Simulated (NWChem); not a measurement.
# P2H4 (diphosphine): r2SCAN/6-311+G(d,p), part 2 of 2

NWChem 7.3.0. The steps go on from the part before.

## 3. The doublet cation

Contents of m1.nw:

```
start m1
title "H4P2 r2SCAN"
memory stack 880 mb heap 220 mb global 1100 mb
charge 1

geometry units atomic noautosym nocenter noautoz
  P   0.68993901 -1.98194476 -0.15552446
  P  -0.69012798  1.98251168  0.14758761
  H  -0.93919388 -2.87540727  1.78579119
  H  -1.08111232 -2.63219952 -2.06906113
  H   0.95015430  2.88107645 -1.78182276
  H   1.07034088  2.62596342  2.07302956
end

basis spherical bse
  * library 6-311+G**
end

dft
  xc r2scan
  mult 2
  grid lebedev 50 8
  convergence energy 1e-08
  maxiter 100
  mulliken
  noprint "final vectors analysis"
end

task dft energy
```

On the command line:

```console
$ nwchem m1.nw > m1.out
```

Standard output:

```text
Northwest Computational Chemistry Package (NWChem) 7.3.0
             --------------------------------------------------------

           Job information
           ---------------

    nwchem branch   = 7.3.0
    use scalapack   = T
    input           = m1.nw
    prefix          = m1.
    data base       = ./m1.db
    status          = startup
    nproc           =        1

           Memory information
           ------------------

    heap     =     28835834 doubles =      220.0 Mbytes
    stack    =    115343359 doubles =      880.0 Mbytes
    global   =    144179200 doubles =     1100.0 Mbytes (distinct from heap & stack)
    total    =    288358393 doubles =     2200.0 Mbytes
    verify   = yes
    hardfail = no

           Directory information
           ---------------------

  0 permanent = .
  0 scratch   = .

                                NWChem Input Module
                                -------------------

                                    H4P2 r2SCAN
                                    -----------

                             Geometry "geometry" -> ""
                             -------------------------

 Output coordinates in a.u. (scale by  1.000000000 to convert to a.u.)

  No.       Tag          Charge          X              Y              Z
 ---- ---------------- ---------- -------------- -------------- --------------
    1 P                   15.0000     0.68993901    -1.98194476    -0.15552446
    2 P                   15.0000    -0.69012798     1.98251168     0.14758761
    3 H                    1.0000    -0.93919388    -2.87540727     1.78579119
    4 H                    1.0000    -1.08111232    -2.63219952    -2.06906113
    5 H                    1.0000     0.95015430     2.88107645    -1.78182276
    6 H                    1.0000     1.07034088     2.62596342     2.07302956

      Atomic Mass
      -----------

      P                 30.973760
      H                  1.007825

 Effective nuclear repulsion energy (a.u.)      88.6190539251

            Nuclear Dipole moment (a.u.)
            ----------------------------
        X                 Y               Z
 ---------------- ---------------- ----------------
    -0.0026455700     0.0079368800    -0.1111158900

            XYZ format geometry
            -------------------
     6
 geometry
 P                     0.36510003    -1.04880008    -0.08230001
 P                    -0.36520003     1.04910008     0.07810001
 H                    -0.49700003    -1.52160011     0.94500007
 H                    -0.57210004    -1.39290010    -1.09490008
 H                     0.50280004     1.52460011    -0.94290007
 H                     0.56640004     1.38960010     1.09700008

 ==============================================================================
                                internuclear distances
 ------------------------------------------------------------------------------
       center one      |      center two      | atomic units |       a.u.
 ------------------------------------------------------------------------------
    2 P                |   1 P                |     4.20873  |     4.20873
    3 H                |   1 P                |     2.68720  |     2.68720
    4 H                |   1 P                |     2.68721  |     2.68721
    5 H                |   2 P                |     2.68711  |     2.68711
    6 H                |   2 P                |     2.68712  |     2.68712
 ------------------------------------------------------------------------------
                         number of included internuclear distances:          5
 ==============================================================================

 ==============================================================================
                                 internuclear angles
 ------------------------------------------------------------------------------
        center 1       |       center 2       |       center 3       |  degrees
 ------------------------------------------------------------------------------
    2 P                |   1 P                |   3 H                |    93.58
    2 P                |   1 P                |   4 H                |    93.62
    3 H                |   1 P                |   4 H                |    91.97
    1 P                |   2 P                |   5 H                |    93.62
    1 P                |   2 P                |   6 H                |    93.57
    5 H                |   2 P                |   6 H                |    91.98
 ------------------------------------------------------------------------------
                            number of included internuclear angles:          6
 ==============================================================================

 Summary of "ao basis" -> "" (spherical)
 ------------------------------------------------------------------------------
       Tag                 Description            Shells   Functions and Types
 ---------------- ------------------------------  ------  ---------------------
 *                         6-311+G**                  on all atoms

                                 NWChem DFT Module
                                 -----------------

                                    H4P2 r2SCAN

                      Basis "ao basis" -> "ao basis" (spherical)
                      -----
  [basis functions not shown]

 Summary of "ao basis" -> "ao basis" (spherical)
 ------------------------------------------------------------------------------
       Tag                 Description            Shells   Functions and Types
 ---------------- ------------------------------  ------  ---------------------
 P                         6-311+G**                14       30   7s6p1d
 H                         6-311+G**                 4        6   3s1p

 Summary of "ao basis" -> "ao basis" (spherical)
 ------------------------------------------------------------------------------
       Tag                 Description            Shells   Functions and Types
 ---------------- ------------------------------  ------  ---------------------
 P                         6-311+G**                14       30   7s6p1d
 H                         6-311+G**                 4        6   3s1p

  Caching 1-el integrals
  itol2e modified to match energy
  convergence criterion.
  tol_rho modified to match energy
  convergence criterion.

            General Information
            -------------------
          SCF calculation type: DFT
          Wavefunction type:  spin polarized.
          No. of atoms     :     6
          No. of electrons :    33
           Alpha electrons :    17
            Beta electrons :    16
          Charge           :     1
          Spin multiplicity:     2
          Use of symmetry is: off; symmetry adaption is: off
          Maximum number of iterations: 100
          AO basis - number of functions:    84
                     number of shells:    44
          Convergence on energy requested:  1.00D-08
          Convergence on density requested:  1.00D-05
          Convergence on gradient requested:  5.00D-04

              XC Information
              --------------
                      r^2SCAN Method XC Functional
               r^2SCAN metaGGA Exchange Functional  1.000
                     r^2SCAN Correlation Potential  1.000

             Grid Information
             ----------------
          Grid used for XC integration:  lebedev
          Radial quadrature: Mura-Knowles
          Angular quadrature: Lebedev.
          Tag              B.-S. Rad. Rad. Pts. Rad. Cut. Ang. Pts.
          ---              ---------- --------- --------- ---------
          P                   1.00       50          13.0       194
          H                   0.35       50          12.0       194
          Grid pruning is: on
          Number of quadrature shells:   300
          Spatial weights used:  Erf1

          Convergence Information
          -----------------------
          Convergence aids based upon iterative change in
          total energy or number of iterations.
          Levelshifting, if invoked, occurs when the
          HOMO/LUMO gap drops below (HL_TOL):  1.00D-02
          DIIS, if invoked, will attempt to extrapolate
          using up to (NFOCK): 10 stored Fock matrices.

                    Damping( 0%)  Levelshifting(0.5)       DIIS
                  --------------- ------------------- ---------------
          dE  on:    start            ASAP                start
          dE off:    2 iters        100 iters           100 iters

      Screening Tolerance Information
      -------------------------------
          Density screening/tol_rho:  1.00D-11
          AO Gaussian exp screening on grid/accAOfunc:  18
          CD Gaussian exp screening on grid/accCDfunc:  20
          XC Gaussian exp screening on grid/accXCfunc:  20
          Schwarz screening/accCoul:  1.00D-09

      Superposition of Atomic Density Guess
      -------------------------------------

 Sum of atomic energies:        -683.30018801

 Renormalizing density from      34.00 to     33

      Non-variational initial energy
      ------------------------------

 Total energy =    -671.069930
 1-e energy   =   -1087.918884
 2-e energy   =     328.229900
 HOMO         =      -0.580965
 LUMO         =      -0.291154

   Time after variat. SCF:      0.2

     ---------------------------------------------
      Total Density - Mulliken Population Analysis
     ---------------------------------------------

    Atom       Charge   Shell Charges
 -----------   ------   -------------------------------------------------------
    1 P   15    14.96   0.80  1.17  0.97  1.02  1.07  0.74  2.09  3.85  0.67  2.08  0.49  0.01 -0.07  0.08
    2 P   15    14.96   0.80  1.17  0.97  1.02  1.07  0.74  2.09  3.85  0.67  2.08  0.49  0.01 -0.07  0.08
    3 H    1     0.77   0.19  0.45  0.10  0.02
    4 H    1     0.77   0.19  0.45  0.10  0.02
    5 H    1     0.77   0.19  0.45  0.10  0.02
    6 H    1     0.77   0.19  0.45  0.10  0.02

     --------------------------------------------
      Spin Density - Mulliken Population Analysis
     --------------------------------------------

    Atom       Charge   Shell Charges
 -----------   ------   -------------------------------------------------------
    1 P   15     0.45   0.00 -0.00  0.00 -0.00  0.04  0.04  0.01 -0.01  0.07  0.24  0.06 -0.00 -0.01  0.00
    2 P   15     0.45   0.00 -0.00  0.00 -0.00  0.04  0.04  0.01 -0.01  0.07  0.24  0.06 -0.00 -0.01  0.00
    3 H    1     0.03   0.01  0.02  0.00  0.00
    4 H    1     0.03   0.01  0.02  0.00  0.00
    5 H    1     0.03   0.01  0.02  0.00  0.00
    6 H    1     0.03   0.01  0.02  0.00  0.00
   Time prior to 1st pass:      0.2

 Grid_pts file          = ./m1.gridpts.0
 Record size in doubles =  12289        No. of grid_pts per rec  =   3070
 Max. records in memory =     22        Max. recs in file   = *********

 Grid integrated density:      32.999821959638
 Requested integration accuracy:   0.10E-07

           Memory utilization after 1st SCF pass:
           Heap Space remaining (MW):        0.00                 202
          Stack Space remaining (MW):      115.34           115342436

   convergence    iter        energy       DeltaE   RMS-Dens  Diis-err    time
 ---------------- ----- ----------------- --------- --------- ---------  ------
 d= 0,ls=0.0,diis     1   -684.6177012098 -7.73D+02  6.99D-03  8.48D-01     0.8
                                                     6.76D-03  8.61D-01
 Grid integrated density:      32.999808036596
 Requested integration accuracy:   0.10E-07
 d= 0,ls=0.0,diis     2   -684.6655032519 -4.78D-02  3.62D-03  2.50D-01     1.4
                                                     3.27D-03  2.43D-01
 Grid integrated density:      32.999819406449
 Requested integration accuracy:   0.10E-07
 d= 0,ls=0.0,diis     3   -684.7140393179 -4.85D-02  1.23D-03  7.84D-03     2.0
                                                     1.12D-03  7.09D-03
 Grid integrated density:      32.999817141064
 Requested integration accuracy:   0.10E-07
 d= 0,ls=0.0,diis     4   -684.7185433950 -4.50D-03  3.03D-04  8.03D-04     2.5
                                                     3.15D-04  8.00D-04
 Grid integrated density:      32.999817343693
 Requested integration accuracy:   0.10E-07
 d= 0,ls=0.0,diis     5   -684.7191388418 -5.95D-04  6.02D-05  1.13D-05     3.2
                                                     3.63D-05  5.23D-06
 Grid integrated density:      32.999817536978
 Requested integration accuracy:   0.10E-07
  Resetting Diis
 d= 0,ls=0.0,diis     6   -684.7191474124 -8.57D-06  2.37D-05  7.21D-07     3.8
                                                     4.50D-05  1.83D-06
 Grid integrated density:      32.999817523333
 Requested integration accuracy:   0.10E-07
 d= 0,ls=0.0,diis     7   -684.7191498642 -2.45D-06  6.22D-06  8.20D-08     4.4
                                                     1.01D-05  8.35D-08
 Grid integrated density:      32.999817531913
 Requested integration accuracy:   0.10E-07
 d= 0,ls=0.0,diis     8   -684.7191498240  4.03D-08  4.36D-06  1.89D-07     5.0
                                                     8.09D-06  1.86D-07
 Grid integrated density:      32.999817530555
 Requested integration accuracy:   0.10E-07
 d= 0,ls=0.0,diis     9   -684.7191499602 -1.36D-07  1.76D-06  2.25D-08     5.5
                                                     2.78D-06  2.28D-08
 Grid integrated density:      32.999817530354
 Requested integration accuracy:   0.10E-07
 d= 0,ls=0.0,diis    10   -684.7191499817 -2.15D-08  1.13D-06  2.65D-09     6.1
                                                     1.49D-06  2.29D-09
 Grid integrated density:      32.999817533669
 Requested integration accuracy:   0.10E-07
 d= 0,ls=0.0,diis    11   -684.7191499852 -3.50D-09  1.49D-07  1.87D-10     6.7
                                                     1.76D-07  1.90D-10

         Total DFT energy =     -684.719149985182
      One electron energy =    -1114.203748707377
           Coulomb energy =      388.481303691384
    Exchange-Corr. energy =      -47.615758894280
 Nuclear repulsion energy =       88.619053925091

 Numeric. integr. density =       32.999817533669

     Total iterative time =      6.5s

     ---------------------------------------------
      Total Density - Mulliken Population Analysis
     ---------------------------------------------

    Atom       Charge   Shell Charges
 -----------   ------   -------------------------------------------------------
    1 P   15    14.78   0.79  1.17  0.92  1.06  0.95  0.92  2.03  3.85  0.63  2.02  0.40  0.02 -0.06  0.08
    2 P   15    14.78   0.79  1.17  0.92  1.06  0.95  0.92  2.03  3.85  0.63  2.02  0.40  0.02 -0.06  0.08
    3 H    1     0.86   0.24  0.54  0.06  0.02
    4 H    1     0.86   0.24  0.54  0.06  0.02
    5 H    1     0.86   0.24  0.54  0.06  0.02
    6 H    1     0.86   0.24  0.54  0.06  0.02

     --------------------------------------------
      Spin Density - Mulliken Population Analysis
     --------------------------------------------

    Atom       Charge   Shell Charges
 -----------   ------   -------------------------------------------------------
    1 P   15     0.48   0.00 -0.00  0.00 -0.00  0.04  0.03  0.01 -0.01  0.07  0.29  0.06  0.00 -0.01 -0.00
    2 P   15     0.48   0.00 -0.00  0.00 -0.00  0.04  0.03  0.01 -0.01  0.07  0.29  0.06  0.00 -0.01 -0.00
    3 H    1     0.01   0.01  0.01 -0.00  0.00
    4 H    1     0.01   0.01  0.01 -0.00  0.00
    5 H    1     0.01   0.01  0.01 -0.00  0.00
    6 H    1     0.01   0.01  0.01 -0.00  0.00

     -------------------------------------------
      Total Density - Lowdin Population Analysis
     -------------------------------------------

    Atom       Charge   Shell Charges
 -----------   ------   -------------------------------------------------------
    1 P   15    14.48   0.91  1.08  0.93  1.03  0.75  0.57  2.22  3.44  0.93  1.72  0.62  0.08  0.12  0.09
    2 P   15    14.48   0.91  1.08  0.93  1.03  0.75  0.57  2.22  3.44  0.93  1.72  0.62  0.08  0.12  0.09
    3 H    1     1.01   0.25  0.48  0.22  0.06
    4 H    1     1.01   0.25  0.48  0.21  0.06
    5 H    1     1.01   0.25  0.48  0.21  0.06
    6 H    1     1.01   0.25  0.48  0.22  0.06

     ------------------------------------------
      Spin Density - Lowdin Population Analysis
     ------------------------------------------

    Atom       Charge   Shell Charges
 -----------   ------   -------------------------------------------------------
    1 P   15     0.47   0.00  0.00  0.00  0.00  0.03  0.03  0.01  0.00  0.08  0.25  0.05  0.01  0.00 -0.00
    2 P   15     0.47   0.00  0.00  0.00  0.00  0.03  0.03  0.01  0.00  0.08  0.25  0.05  0.01  0.00 -0.00
    3 H    1     0.02   0.01  0.01 -0.00  0.00
    4 H    1     0.02   0.01  0.01 -0.00  0.00
    5 H    1     0.02   0.01  0.01 -0.00  0.00
    6 H    1     0.02   0.01  0.01 -0.00  0.00

   alpha - beta orbital overlaps
   -----------------------------

   alpha      1      2      3      4      5      6      7      8      9     10
    beta      1      2      3      4      5      6      7      8     10      9
 overlap   0.999  0.999  1.000  1.000  0.841  0.821  1.000  1.000  0.841  0.821

   alpha     11     12     13     14     15     16     17     18     19     20
    beta     11     12     13     14     15     16     17     18     19     20
 overlap   0.999  0.998  1.000  1.000  0.993  0.994  0.992  0.995  0.999  0.999

   alpha     21     22     23     24     25     26     27     28     29     30
    beta     21     22     23     24     25     26     27     28     29     30
 overlap   0.999  0.999  1.000  0.996  0.996  1.000  0.992  0.995  0.992  0.997

   alpha     31     32     33     34     35     36     37     38     39     40
    beta     31     32     33     34     36     35     37     38     39     41
 overlap   0.997  0.999  0.978  1.000  0.994  0.981  0.999  1.000  0.987  0.865

   alpha     41     42     43     44     45     46     47     48     49     50
    beta     40     42     43     44     45     47     46     48     49     50
 overlap   0.862  0.994  0.980  0.987  0.896  0.892  0.998  0.990  0.996  0.998

   alpha     51     52     53     54     55     56     57     58     59     60
    beta     51     52     53     54     55     56     57     58     59     60
 overlap   0.999  0.999  1.000  0.999  1.000  0.999  1.000  0.999  0.998  0.999

   alpha     61     62     63     64     65     66     67     68     69     70
    beta     61     62     63     64     65     66     67     68     69     70
 overlap   1.000  0.998  0.992  1.000  0.992  0.999  1.000  0.999  1.000  1.000

   alpha     71     72     73     74     75     76     77     78     79     80
    beta     71     72     73     74     75     76     77     78     79     81
 overlap   1.000  1.000  1.000  1.000  1.000  1.000  0.986  1.000  0.986  0.994

   alpha     81     82     83     84
    beta     80     82     83     84
 overlap   1.000  0.994  1.000  1.000

     --------------------------
     Expectation value of S2:
     --------------------------
      <S2> =      0.7608 (Exact =     0.7500)

 center of mass
 --------------
 x =  -0.00008583 y =   0.00025748 z =  -0.00360472

 moments of inertia (a.u.)
 ------------------
         290.518862413833          73.550832394308           5.384371522903
          73.550832394308          50.109804285316         -19.236481539552
           5.384371522903         -19.236481539552         307.663991559640

     Multipole analysis of the density
     ---------------------------------

     L   x y z        total         alpha         beta         nuclear
     -   - - -        -----         -----         ----         -------
     0   0 0 0      1.000000    -17.000000    -16.000000     34.000000

     1   1 0 0     -0.000061      0.001399      0.001185     -0.002646
     1   0 1 0      0.000208     -0.004106     -0.003623      0.007937
     1   0 0 1     -0.002240      0.057424      0.051453     -0.111116

     2   2 0 0    -18.194102    -20.338654    -16.239146     18.383699
     2   1 1 0     -0.277419     16.762103     12.900183    -29.939705
     2   1 0 1      0.027518      1.214600      0.864744     -2.051826
     2   0 2 0    -11.732593    -83.904779    -76.097405    148.269591
     2   0 1 1      0.340562     -4.927455     -4.365946      9.633963
     2   0 0 2    -16.836360    -16.833269    -15.635048     15.631957

 Task  times  cpu:        6.7s     wall:        6.7s
 Total times  cpu:        6.7s     wall:        6.7s
```

Wall time 7.5 s (1 thread of Intel Xeon 6975P-C (Granite Rapids), shared host); peak memory 0.1 GiB.

## 4. Summary of results

The summary covers parts 1 to 2.

At r2SCAN/6-311+G**:

| quantity | value |
| --- | --- |
| singlet P2H4: total energy | -685.05000 Eh |
| singlet P2H4: dipole moment | 0.00 D |
| doublet cation: total energy | -684.71915 Eh |
| doublet cation: ⟨S²⟩ | 0.761 |
| vertical ionisation energy (to the doublet cation) | 9.003 eV |

In words: The vertical ionisation energy comes to 9.00 eV (869 kJ/mol). Mulliken charges (singlet P2H4) run from -0.08 on P1 to +0.04 on H3; in a basis this large or diffuse they mean little.
